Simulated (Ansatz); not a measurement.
Relaxing P3OsW

The calculation used DFT PBE, scalar-relativistic, plane waves, PAW in Ansatz 0.2.0. Cutoff 420 eV, Γ-centred k mesh, Gaussian smearing, no spin polarisation in the final step.

P3OsW was placed on the tetragonal perovskite structure type (P4mm, No. 99), with W in place of Ba, Os in place of Ti, P in place of O, at a guessed volume.

```
P Os W
1.0
     4.09714    0.00000    0.00000
     0.00000    4.09714    0.00000
     0.00000    0.00000    4.14848
P Os W
3 1 1
Direct
  0.50000 0.50000 0.97500
  0.00000 0.50000 0.48500
  0.50000 0.00000 0.48500
  0.50000 0.50000 0.51500
  0.00000 0.00000 0.00000
```

Cell and atoms relax at zero pressure; the relaxation can't lower the symmetry of the start. After a coarse first stage the cell is made exact in the group found at 0.06 Å.

Energies over the elements count from the elements' standard structures at the same level, with no empirical corrections.

Problem. Which crystal results?

Solution. It keeps P4mm (No. 99), but not the shape of the type it started on. Conventional cell: a = 3.624 Å, c = 6.322 Å. P on Wyckoff site b (1 atom of the primitive cell) is coordinated by 1 Os at 2.39 Å, 4 W at 2.70 Å and 4 P at 3.11 Å (next P at 3.62 Å); P on Wyckoff site c (2 atoms of the primitive cell) has 2 Os at 2.29 Å, 2 W at 2.48 Å and 4 P at 2.56 Å; Os has 5 P at 2.29–2.39 Å; W has 4 P at 2.48 Å and 4 P at 2.70 Å.

```xyz
5
Lattice="3.6244 0.0000 0.0000 0.0000 3.6244 0.0000 0.0000 0.0000 6.3217" Properties=species:S:1:pos:R:3 pbc="T T T"
P     1.8122    1.8122    6.2009
P     0.0000    1.8122    2.4111
P     1.8122    0.0000    2.4111
Os    1.8122    1.8122    3.8100
W     0.0000    0.0000    0.7182
```

Problem. What are its volume, energy, density and gap?

Solution. The volume per atom is 16.61 Å³ and the density is 9.34 g/cm³. The energy over the elements is 0.21 eV/atom. The gap on the 10×10×6 mesh is 0 eV (a metal).

The final run used a 10×10×6 mesh on its 5-atom cell and 0.10 eV smearing. For metals, differences of a few meV/atom aren't resolved. Spin–orbit coupling is left out. Symmetry constrained the relaxation, so the result can be a saddle point.

Cost: 4 runs of about 3.9 core-minutes in all, on Arm Neoverse V2 (shared hosts).